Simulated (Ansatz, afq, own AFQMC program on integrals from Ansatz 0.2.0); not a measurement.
AFQMC on a folder of integrals that Ansatz 0.2.0 wrote.

```yaml
crystal:
  periodic: [false, false, false]
  atoms:
    - {symbol: Al, position_ang: [0.000000, 0.000000, 1.282528]}
    - {symbol: O, position_ang: [0.000000, 0.000000, -0.216123]}
    - {symbol: H, position_ang: [0.000000, 0.000000, -1.066405]}
basis:
  gaussian: {orbitals: cc-pVDZ}
magnetization: {spin_polarized: false}
correlation: {method: ccsd_t, electrons: outside_noble_gas, hamiltonian_folder: ham}
```

```sh
$ ansatz run in.yaml --threads 1 --pin off --events-out ev --progress --plain --max-ram 1382MiB
```

afq runs on the folder ham with

```
--method phaseless --trial cisd --walkers 100 --populations 1 --least-time 40 --time-step 0.005 --steps-per-block 50 --equilibration-blocks 28 --max-blocks 300 --target-error 0.00038 --factor-cut 1e-05 --seed 6593 --release-times 0.24,0.51,0.99,1.62,2.4 --release-step 0.03 --release-every 4 --taylor-order 6
```

Times are imaginary, in 1/Eh. The walk had a cap of 512 s.

Log:

```
orbitals 31  electrons 5 5  factors 219 of 352
reference energy -317.36657959 Eh
CCSD correlation -0.24662146 Eh in 10 cycles, weight of the determinant in the CISD state 0.8954
energy of the start -317.613201 Eh
 block  time / (1/Eh)  mean weight  energy / Eh
     1     0.250  0.9993  -317.610810
     2     0.500  0.9998  -317.613126
     3     0.750  0.9998  -317.616472
     4     1.000  1.0004  -317.614949
     5     1.250  1.0010  -317.612858
     8     2.000  0.9991  -317.615467
    11     2.750  0.9996  -317.621732
    26     6.500  0.9987  -317.616752
    41    10.250  0.9980  -317.619571
    56    14.000  0.9993  -317.616102
    71    17.750  1.0017  -317.618277
    76    19.000  0.9989  -317.629900
    86    21.500  0.9996  -317.615868
   101    25.250  1.0017  -317.627190
   116    29.000  1.0005  -317.619267
   131    32.750  1.0005  -317.618243
   146    36.500  1.0002  -317.613531
   161    40.250  0.9999  -317.614560
   176    44.000  0.9996  -317.616240
   191    47.750  0.9989  -317.613827
   206    51.500  0.9986  -317.618285
   216    54.000  1.0048  -317.628318
blocks merged  error / Eh  count
     1  0.000299  190
     2  0.000346  95
     4  0.000368  47
     8  0.000300  23
    16  0.000250  11
released: time / (1/Eh)  energy / Eh  error  mean overlap
  0.24  -317.618990  0.000369  0.9936
  0.51  -317.619300  0.000416  0.9937
  0.99  -317.619712  0.000358  0.9790
  1.62  -317.618994  0.000426  0.9759
  2.40  -317.619755  0.000620  0.9716
energy -317.618721 +/- 0.000368 Eh
(rows thinned)
```

The run passed its tests (sampling time, drift between the halves within three errors, error under three times the target), which doesn't prove that it has relaxed.

Against this walk (error 10.0 meV) on the same determinant: CCSD(T) 18.5 meV higher (within the noise), CCSDT(Q) 8.3 meV lower (within the noise). The error is statistical and leaves out the bias of the constraint. Released to 2.40 1/Eh the energy moves by -28 ± 20 meV (both errors), within twice the noise.

Cautions: constraint bias not in the error.

The walk took 3.4 min on 1 thread of Intel(R) Xeon(R) Platinum 8175M CPU @ 2.50GHz (Skylake/Cascade Lake) (shared host). The log's last line is the phaseless energy.

CCSDT and higher add their correlation energy to the determinant of the CCSD(T) run, since their own runs factorise the integrals more tightly (a shift of under 2 meV). A walk keeps the symmetry of its determinant, which the program's search chose and which needn't be the lowest solution, so a lower state of the same spin and another symmetry isn't excluded.
